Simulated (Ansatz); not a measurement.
## Ansatz (development build ahead of 0.2.0) run

```yaml
crystal:
  periodic: [false, false, false]
  atoms:
    - { symbol: "N", position_ang: [0.0, 0.0, -0.28961] }
    - { symbol: O, position_ang: [0.0, 1.00549, 0.12671] }
    - { symbol: O, position_ang: [0.0, -1.00549, 0.12671] }
basis:
  gaussian: { orbitals: cc-pVDZ }
magnetization:
  spin_polarized: true
  initial_magnetization: 1
hamiltonian:
  xc: hf
correlation:
  method: mp2
  frozen_orbitals: { "N": 1, O: 1 }
```

The input is written out in the form of the current development build from the run's settings.

Results

| Item | Value |
| --- | --- |
| Converged | yes |
| Reference energy | -204.02699 hartree |
| Correlation energy | -0.50259 hartree |
| Total energy | -204.52958 hartree |
| Spin squared of the determinant | 0.761 |
